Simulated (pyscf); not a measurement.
TeH₂ + SiH₄ → H₃Si–TeH + H₂ (four-centre exchange; singlet surface; H–Te, H–Si broken, Si–Te, H–H formed). Structures and frequencies: ωB97X-D3(BJ)/def2-SVP in PySCF. Energies in kcal/mol from the separated reactants.

| level | barrier | reaction energy |
|---|---|---|
| ωB97X-D3(BJ)/def2-TZVP | 47.1 | -13.2 |
| PBE/def2-TZVP | 40.4 | -9.0 |
| B3LYP-D3(BJ)/def2-TZVP | 46.6 | -8.3 |
| PBE0-D3(BJ)/def2-TZVP | ? | ? |
| M06-2X/def2-TZVP | 47.5 | -10.0 |
| ωB97M-D3(BJ)/def2-TZVP | ? | -7.1 |

Some entries are withheld; supply them.


- PBE0-D3(BJ)/def2-TZVP, barrier: 42.6
- PBE0-D3(BJ)/def2-TZVP, reaction energy: -9.7
- ωB97M-D3(BJ)/def2-TZVP, barrier: 50.2

The functionals in the table span 9.8 kcal/mol in this barrier, from PBE to ωB97M-D3(BJ)/def2-TZVP. One saddle was located; it need not be the lowest between these sides. Elements past Kr carry the def2 core potentials, without spin-orbit coupling.
